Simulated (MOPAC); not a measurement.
MOPAC input (AM1):

```
AM1 1SCF CHARGE=-1 GEO-OK AUX(PRECISION=9) THREADS=1
C4H3S

S    -0.00339682 1   -0.00829351 1    1.17788329 1
C     0.00170050 1    1.27084117 1   -0.10510870 1
C    -0.00115788 1   -1.20666460 1   -0.05900771 1
C     0.00485736 1    0.80468746 1   -1.38105410 1
C     0.00306320 1   -0.63891180 1   -1.30946501 1
H     0.00173214 1    2.28649150 1    0.27241401 1
H    -0.00306457 1   -2.25722682 1    0.20206005 1
H     0.00490248 1   -1.27628193 1   -2.19279362 1
```

Output:

```
 *******************************************************************************
 **                                                                           **
 **                              MOPAC v23.2.5                                **
 **                                                                           **
 *******************************************************************************
 ** MOPAC's Digital Object Identifier: https://doi.org/10.5281/zenodo.6511958 **
 **                                                                           **
 ** Please cite the open-source release paper for use of this MOPAC version:  **
 ** J. E. Moussa and J. J. P. Stewart (2026)                                  **
 ** MOPAC: An open-source semiempirical molecular orbital program             **
 ** J. Open Source Softw., 11(119), 8025, https://doi.org/10.21105/joss.08025 **
 *******************************************************************************

                              AM1 CALCULATION RESULTS

 *******************************************************************************
 *  AM1        - The AM1 Hamiltonian to be used
 *  GEO-OK     - OVERRIDE INTERATOMIC DISTANCE AND OTHER SAFETY CHECKS
 *
 *
 *
 *                 CHARGE ON SYSTEM = -1
 *
 *
 *
 *  1SCF       - DO 1 SCF AND THEN STOP
 *  AUX        - OUTPUT AUXILIARY INFORMATION
 *******************************************************************************
AM1 1SCF CHARGE=-1 GEO-OK AUX(PRECISION=9) THREADS=1
 C4H3S

   ATOM   CHEMICAL          X               Y               Z
  NUMBER   SYMBOL      (ANGSTROMS)     (ANGSTROMS)     (ANGSTROMS)

     1       S         -0.00339682  *  -0.00829351  *   1.17788329  *
     2       C          0.00170050  *   1.27084117  *  -0.10510870  *
     3       C         -0.00115788  *  -1.20666460  *  -0.05900771  *
     4       C          0.00485736  *   0.80468746  *  -1.38105410  *
     5       C          0.00306320  *  -0.63891180  *  -1.30946501  *
     6       H          0.00173214  *   2.28649150  *   0.27241401  *
     7       H         -0.00306457  *  -2.25722682  *   0.20206005  *
     8       H          0.00490248  *  -1.27628193  *  -2.19279362  *

          CARTESIAN COORDINATES

    NO.       ATOM           X           Y           Z

     1         S         -0.0034     -0.0083      1.1779
     2         C          0.0017      1.2708     -0.1051
     3         C         -0.0012     -1.2067     -0.0590
     4         C          0.0049      0.8047     -1.3811
     5         C          0.0031     -0.6389     -1.3095
     6         H          0.0017      2.2865      0.2724
     7         H         -0.0031     -2.2572      0.2021
     8         H          0.0049     -1.2763     -2.1928

  H: (AM1): M.J.S. DEWAR ET AL, J. AM. CHEM. SOC. 107 3902-3909 (1985)
  C: (AM1): M.J.S. DEWAR ET AL, J. AM. CHEM. SOC. 107 3902-3909 (1985)
  S: (AM1): M.J.S. DEWAR, Y-C YUAN, INORGANIC CHEMISTRY, 29, 3881:3890,  (1990)

           Empirical Formula: C4 H3 S  =     8 atoms

      MOLECULAR POINT GROUP   :   Cs

      RHF CALCULATION, NO. OF DOUBLY OCCUPIED LEVELS = 13

 -------------------------------------------------------------------------------
 AM1 1SCF CHARGE=-1 GEO-OK AUX(PRECISION=9) THREADS=1
 C4H3S

     1SCF WAS SPECIFIED, SO BFGS WAS NOT USED
     SCF FIELD WAS ACHIEVED

                              AM1 CALCULATION
                                                       MOPAC v23.2.5 Linux

          FINAL HEAT OF FORMATION =         61.13158 KCAL/MOL =     255.77454 KJ/MOL

          COSMO AREA              =        112.48 SQUARE ANGSTROMS
          COSMO VOLUME            =        101.61 CUBIC ANGSTROMS

          IONIZATION POTENTIAL    =          2.665276 EV
          HOMO LUMO ENERGIES (EV) =         -2.665  5.723
          NO. OF FILLED LEVELS    =         13
          MOLECULAR WEIGHT        =         83.1277         POINT GROUP:  Cs

          MOLECULAR DIMENSIONS (Angstroms)

            Atom       Atom       Distance
            H     7    H     6     4.54427
            H     8    S     1     3.35066
            C     3    C     5     0.00000

          SCF CALCULATIONS        =          1

   ATOM   CHEMICAL          X               Y               Z
  NUMBER   SYMBOL      (ANGSTROMS)     (ANGSTROMS)     (ANGSTROMS)

     1       S         -0.00339682  *  -0.00829351  *   1.17788329  *
     2       C          0.00170050  *   1.27084117  *  -0.10510870  *
     3       C         -0.00115788  *  -1.20666460  *  -0.05900771  *
     4       C          0.00485736  *   0.80468746  *  -1.38105410  *
     5       C          0.00306320  *  -0.63891180  *  -1.30946501  *
     6       H          0.00173214  *   2.28649150  *   0.27241401  *
     7       H         -0.00306457  *  -2.25722682  *   0.20206005  *
     8       H          0.00490248  *  -1.27628193  *  -2.19279362  *

                             CARTESIAN COORDINATES

   1    S       -0.003396820    -0.008293510     1.177883290
   2    C        0.001700500     1.270841170    -0.105108700
   3    C       -0.001157880    -1.206664600    -0.059007710
   4    C        0.004857360     0.804687460    -1.381054100
   5    C        0.003063200    -0.638911800    -1.309465010
   6    H        0.001732140     2.286491500     0.272414010
   7    H       -0.003064570    -2.257226820     0.202060050
   8    H        0.004902480    -1.276281930    -2.192793620

           Empirical Formula: C4 H3 S  =     8 atoms

      MOLECULAR POINT GROUP   :   Cs

                  EIGENVALUES
 -30.90129 -23.57371 -18.43990 -13.88251 -12.37839 -10.35603  -7.78710  -7.73016
  -7.31425  -6.72762  -3.85961  -3.51000  -2.66528   5.72335   6.50146   7.06827
   8.28100   9.01397   9.55167   9.98980  10.50621  11.56266  12.14700

              NET ATOMIC CHARGES AND DIPOLE CONTRIBUTIONS

  ATOM NO.   TYPE          CHARGE      No. of ELECS.   s-Pop       p-Pop
    1          S          -0.034867        6.0349     1.84661     4.18825
    2          C          -0.355105        4.3551     1.28475     3.07036
    3          C          -0.387833        4.3878     1.25398     3.13385
    4          C          -0.365830        4.3658     1.51481     2.85102
    5          C          -0.142861        4.1429     1.24146     2.90140
    6          H           0.097496        0.9025     0.90250
    7          H           0.106833        0.8932     0.89317
    8          H           0.082167        0.9178     0.91783
 DIPOLE           X         Y         Z       TOTAL
 POINT-CHG.    -0.010    -1.414     2.884     3.212
 HYBRID        -0.002    -1.240     0.271     1.269
 SUM           -0.012    -2.653     3.155     4.123

          ATOMIC ORBITAL ELECTRON POPULATIONS

     Atom    s        px        py        pz
    1  S   1.84661   1.81658   1.12875   1.24292
    2  C   1.28475   1.24853   0.93383   0.88800
    3  C   1.25398   1.18526   0.97216   0.97643
    4  C   1.51481   0.74135   0.94522   1.16445
    5  C   1.24146   1.00826   0.98234   0.91079
    6  H   0.90250
    7  H   0.89317
    8  H   0.91783

 **********************
 *                    *
 * JOB ENDED NORMALLY *
 *                    *
 **********************

 == MOPAC DONE ==
```

The dipole moment of an ion depends on the origin.
